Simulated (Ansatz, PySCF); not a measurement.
Species: propene, C3H6 (charge 0, singlet). SMILES: CC=C
Geometry from a B3LYP-D3(BJ)/def2-TZVP (Ansatz, a first-principles code) optimisation:
```
C
C 1 1.3267
H 2 1.0824 1 121.67
H 2 1.0845 3 116.84 1 180.00
H 1 1.0871 2 118.81 3 0.00
C 1 1.4957 5 116.00 2 180.00
H 6 1.0909 1 111.47 5 -180.00
H 6 1.0939 7 108.29 1 -122.37
H 6 1.0939 7 108.29 8 -115.25
```

M06-2X/6-31G* (5d) beside other levels, property by property. Conventions: dispersion terms only where a functional's name holds one; non-relativistic; frozen cores in correlated levels; atomisation electronic, to ground-state atoms; six Cartesian d functions in 6-31G* and its kin unless marked 5d; open shells spin-unrestricted; spin-orbit terms left out. Basis-set limits of correlation are two-point, X^-3; Hartree-Fock from the larger set. [CCSD(T)-MP2]/basis is that difference in the basis named. First-principles rows: single points at B3LYP-D3(BJ) geometries (Ansatz), with unscaled harmonic terms from B3LYP/6-31G* at its own minima, enthalpies of formation by atomisation with measured atoms. A UHF reference is markedly spin-contaminated in at least one set, which strains HF and MP2.

Measured values: Active Thermochemical Tables 1.112 (ions: stationary electron), as tabulated in the package chemicals; Active Thermochemical Tables 1.112 (ions: stationary electron), as tabulated in the package chemicals; G2/97 table in ASE (Curtiss et al.); they hold spin-orbit and core effects, anharmonicity. Coupled cluster (Ansatz) is a level with limits of its own, used here on species with T1 under 0.025 (0.045 for open shells) and stable references: RI-MP2/CBS(aug-cc-pVTZ,aug-cc-pVQZ)+[CCSD(T)-MP2]/aug-cc-pVTZ.

```csv
property,M06-2X/6-31G* (5d) (PySCF),HF/6-31G* (Ansatz),PBE/6-31G* (Ansatz),B3LYP/def2-TZVPD (Ansatz),to compare with
enthalpy of formation at 298 K (kcal/mol),6.2,214.2,-9.1,8.7,4.9 measured
atomisation energy (kcal/mol),860.1,652.1,875.4,857.6,859.8 coupled cluster
"C-C bond dissociation enthalpy at 298 K, to [CH]=C (C2H3) + [CH3] (CH3) (kcal/mol)",105.0,70.7,103.4,94.9,101.7 measured
```

As the rows show:
- enthalpy of formation at 298 K: M06-2X/6-31G* (5d) lies 1.3 kcal/mol above the measured value.
- atomisation energy: M06-2X/6-31G* (5d) lies 0.3 kcal/mol above coupled cluster.
- C-C bond dissociation enthalpy at 298 K, to [CH]=C (C2H3) + [CH3] (CH3): M06-2X/6-31G* (5d) lies 3.3 kcal/mol above the measured value.

The properties are those with a value to compare with, at most eight drawn at random. No case is left out for the size of its miss. Left out are saddle points of the reference geometry, anions that the best level run finds unbound, excited spin states, species near biochemistry, cases with under five habitual levels, runs that failed or whose electronic state is in doubt, and table entries that another table contradicts.
